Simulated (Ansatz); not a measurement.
# Zinc-blende AlN (metastable phase): elastic constant C11 by level of theory

No measured value is used here.

```json
[
 {"level (code)": "LDA (Ansatz)", "value (GPa)": "…", "cell (Å³/atom)": "10.24"},
 {"level (code)": "BLYP (Ansatz)", "value (GPa)": "283", "cell (Å³/atom)": "10.83"},
 {"level (code)": "PBE (Ansatz)", "value (GPa)": "281", "cell (Å³/atom)": "10.67"},
 {"level (code)": "revPBE (Ansatz)", "value (GPa)": "275", "cell (Å³/atom)": "10.82"},
 {"level (code)": "RPBE (Ansatz)", "value (GPa)": "273", "cell (Å³/atom)": "10.87"},
 {"level (code)": "PBE-D3(BJ) (Ansatz)", "value (GPa)": "…", "cell (Å³/atom)": "10.45"},
 {"level (code)": "r²SCAN (Ansatz)", "value (GPa)": "308", "cell (Å³/atom)": "10.43"},
 {"level (code)": "r²SCAN+rVV10 (Ansatz)", "value (GPa)": "309", "cell (Å³/atom)": "10.39"},
 {"level (code)": "HSE06 (Ansatz)", "value (GPa)": "307", "cell (Å³/atom)": "10.40"},
 {"level (code)": "PBE0 (Ansatz)", "value (GPa)": "308", "cell (Å³/atom)": "10.39"}
]
```

### Question
What belongs in the gaps?

### Answer

- LDA (Ansatz, an electronic-structure program), value (GPa): 300
- PBE-D3(BJ) (Ansatz), value (GPa): 288

PBE-D3(BJ): the dispersion coefficients are held fixed in the derivatives. Each level is taken at its own relaxed cell. Cutoffs and k meshes differ between the levels. Ansatz's density-functional and Hartree–Fock values are scalar-relativistic unless marked +SOC, with PAW data made under PBE.
